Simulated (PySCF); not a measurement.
Compound: HCF2CH2OH, C2H4F2O.
Z-matrix (Å and degrees, PBE0-D3(BJ)/def2-SVP geometry), rows numbered from 1:
```
O 
C   1  1.3900
C   2  1.5108  1  112.06
F   3  1.3466  2  111.30  1   -62.77
F   3  1.3624  2  108.27  1    54.93
H   1  0.9648  2  107.33  3   -51.28
H   2  1.1010  1  108.28  3  -119.66
H   2  1.1098  1  113.10  3   121.58
H   3  1.1050  2  112.84  1   174.66
```

The calculation used PySCF 2.14.0, delta-SCF UKS SCAN, pcX-2 on the ionised atom, pcseg-1 elsewhere, spin-free X2C. Each binding energy is the total energy of the core-ionised species, with the hole localised on one atom, minus that of the ground state; both are solved self-consistently, so orbital relaxation is included.

Some binding energies are withheld.

| atom(s) | bonded to | level | binding energy (eV) |
| --- | --- | --- | --- |
| C2 | O, C and 2 H | C 1s | ? |
| C3 | 2 F, C and H | C 1s | 295.94 |
| O1 | C and H | O 1s | 539.41 |
| F4/F5 | C | F 1s | ? |

(1) Fill in F 1s for F4/F5.

(2) Fill in C 1s for C2.

Results:

(1) 693.49 eV (fluorine of a CF2 group).

(2) 293.08 eV (carbinol carbon (C–OH)). The other listed C 1s value is that of C3; the shift against it is -2.86 eV.

Lowest listed C 1s: C2, bonded to O, C and 2 H. Highest, 2.86 eV above it: C3, bonded to 2 F, C and H.

Q: Express the binding energy of O 1s of O1 in atomic units and per mole.

A: 539.41 eV = 19.8230 Eh = 52045 kJ/mol.

One atom of each set of topologically equivalent atoms was ionised and stands for the set; in this conformer not all members are related by symmetry, and their own values weren't computed. One conformer (not necessarily the lowest) at the PBE0-D3(BJ)/def2-SVP geometry, without solvent, vibrations or thermal averaging.
